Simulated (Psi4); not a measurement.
# AlHClO (SMILES [O][AlH][Cl]) at UHF/aug-pcseg-0 (sweep point 1)

Aim: the energy change on altering one bond length of AlHClO at UHF/aug-pcseg-0 (sweep point 1), from 2 runs. 

Program for the calculation: Psi4 1.11.

## Step 1: Starting point

AlHClO has 4 atoms, charge 0, and is taken as a doublet. SMILES: `[O][AlH][Cl]`. Geometry: relaxed at PBE0-D4/def2-TZVP.

Bond lengths: O1–Al2 1.729 Å, Al2–Cl3 2.081 Å, Al2–H4 1.566 Å. Angles: O1–Al2–Cl3 116.2°, O1–Al2–H4 118.8°, Cl3–Al2–H4 125.0°.

## Step 2: A single-point energy at UHF/aug-pcseg-0 (sweep point 1)

alclho.inp reads:

```
memory 1600 mb

molecule {
  0 2
  O      0.290600    -1.035900     1.350600
  Al     0.118400     0.049000     0.015600
  Cl    -1.573200    -0.210600    -1.168800
  H      1.219700     1.137300    -0.217800
  units angstrom
  symmetry c1
}

set basis aug-pcseg-0
set reference uhf
set puream true
set scf_type pk
set maxiter 150

energy_value, wavefunction = energy("scf", return_wfn=True)
```

The run is started by

```sh
psi4 -i alclho.inp -o alclho.out -n 1
```

alclho.out:

```text
[...]
  Running in c1 symmetry.
[...]
  Nuclear repulsion =  118.890581239465817
[...]
  Multiplicity = 2
[...]
  Nalpha       = 20
  Nbeta        = 19
[...]
    Number of basis functions: 50
[...]
   @UHF iter   1:  -775.37210275478003   -5.84270e-01   1.48051e-02 ADIIS/DIIS
[...]
   @UHF iter  15:  -775.84154137610062   -1.73734e-08   4.07475e-07 DIIS
[...]
   @S^2 Observed:                7.555497233E-01
[...]
    Orbital Energies [Eh]
    ---------------------
    Alpha Occupied:
       1A   -104.785951     2A    -58.526605     3A    -20.637963
       4A    -10.439644     5A     -8.060190     6A     -8.056685
       7A     -8.056564     8A     -4.923768     9A     -3.323066
      10A     -3.321073    11A     -3.320611    12A     -1.355152
      13A     -1.103991    14A     -0.656024    15A     -0.638221
      16A     -0.569890    17A     -0.561644    18A     -0.513358
      19A     -0.495628    20A     -0.482790
    Alpha Virtual:
      21A      0.018589    22A      0.028362    23A      0.046129
      24A      0.050109    25A      0.088135    26A      0.099270
[...]
  @UHF Final Energy:  -775.84154137610062
   => Energetics <=
    Nuclear Repulsion Energy =            118.8905812394658170
    One-Electron Energy =               -1310.7668327971457529
    Two-Electron Energy =                 416.0347101815793849
    Total Energy =                       -775.8415413761006221
  UHF NO Occupations:
  HONO-2 :   18  A 1.9991692
  HONO-1 :   19  A 1.9986283
[...]
 Multipole Moments:
 ------------------------------------------------------------------------------------
     Multipole            Electronic (a.u.)      Nuclear  (a.u.)        Total (a.u.)
 ------------------------------------------------------------------------------------
 L = 1.  Multiply by 2.5417464519 to convert [e a0] to [Debye]
 Dipole X            :         -1.2846569            1.9511550            0.6664981
 Dipole Y            :         -0.2817608            0.9637097            0.6819489
 Dipole Z            :         -0.8071557            0.6403065           -0.1668492
 Magnitude           :                                                    0.9680458
[...]
```

Wall time 1.8 s (1 thread of Intel Xeon 6975P-C (Granite Rapids), shared host); peak memory 0.19 GiB.

## Step 3: The distorted shape at the same level

alclho.inp reads:

```
memory 1.6 GB

molecule mol {
  0 2
  O      0.325039    -1.252875     1.617594
  Al     0.118400     0.049000     0.015600
  Cl    -1.573200    -0.210600    -1.168800
  H      1.219700     1.137300    -0.217800
  symmetry c1
}

set globals {
  basis aug-pcseg-0
  reference uhf
  puream true
  scf_type pk
  maxiter 150
}

energy("hf")
print_variables()
```

The run is started by

```sh
psi4 -n 1 alclho.inp alclho.out
```

alclho.out:

```text
[...]
  Running in c1 symmetry.
[...]
  Nuclear repulsion =  111.625426149871615
[...]
  Multiplicity = 2
[...]
  Nalpha       = 20
  Nbeta        = 19
[...]
    Number of basis functions: 50
[...]
   @UHF iter   1:  -775.28260527689167   -6.61280e-01   1.48687e-02 ADIIS/DIIS
[...]
   @UHF iter  16:  -775.81869511471200   -2.89637e-08   7.66225e-07 DIIS
[...]
   @S^2 Observed:                7.648543719E-01
[...]
    Orbital Energies [Eh]
    ---------------------
    Alpha Occupied:
       1A   -104.796113     2A    -58.559746     3A    -20.616543
       4A    -10.449619     5A     -8.069972     6A     -8.066643
       7A     -8.066418     8A     -4.948246     9A     -3.348566
      10A     -3.346468    11A     -3.343753    12A     -1.290662
      13A     -1.112805    14A     -0.620445    15A     -0.607821
      16A     -0.539370    17A     -0.525510    18A     -0.523577
      19A     -0.503082    20A     -0.487615
    Alpha Virtual:
      21A      0.006775    22A      0.023320    23A      0.040025
      24A      0.046833    25A      0.078052    26A      0.087418
[...]
  @UHF Final Energy:  -775.81869511471200
   => Energetics <=
    Nuclear Repulsion Energy =            111.6254261498716147
    One-Electron Energy =               -1296.1847346498598199
    Two-Electron Energy =                 408.7406133852762196
    Total Energy =                       -775.8186951147119998
  UHF NO Occupations:
  HONO-2 :   18  A 1.9981476
  HONO-1 :   19  A 1.9948373
[...]
 Multipole Moments:
 ------------------------------------------------------------------------------------
     Multipole            Electronic (a.u.)      Nuclear  (a.u.)        Total (a.u.)
 ------------------------------------------------------------------------------------
 L = 1.  Multiply by 2.5417464519 to convert [e a0] to [Debye]
 Dipole X            :         -1.3384037            1.9576037            0.6192000
 Dipole Y            :          0.0425988            0.9230810            0.9656798
 Dipole Z            :         -1.2082507            0.6903013           -0.5179493
 Magnitude           :                                                    1.2586571
[...]
```

Wall time 2 s (1 thread of Intel Xeon 6975P-C (Granite Rapids), shared host); peak memory 0.19 GiB.

## Step 4: Summary of results

Level: UHF/aug-pcseg-0 (sweep point 1).

```
                                                          quantity          value
                                         first shape: total energy  -775.84154 Eh
                                        first shape: dipole moment         2.46 D
                   first shape: HOMO energy (highest over α and β)      -13.02 eV
                    first shape: LUMO energy (lowest over α and β)        0.51 eV
                                                 first shape: ⟨S²⟩          0.756
                                     distorted shape: total energy  -775.81870 Eh
                                    distorted shape: dipole moment         3.20 D
               distorted shape: HOMO energy (highest over α and β)      -12.45 eV
                distorted shape: LUMO energy (lowest over α and β)        0.18 eV
                                             distorted shape: ⟨S²⟩          0.765
energy change with the O1–Al2 bond stretched from 1.729 to 2.075 Å       0.622 eV
```

What this shows: With the O1–Al2 bond stretched from 1.729 to 2.075 Å the energy rises by 0.62 eV (60.0 kJ/mol). The first shape isn't relaxed at this level, so the change isn't measured from a minimum.
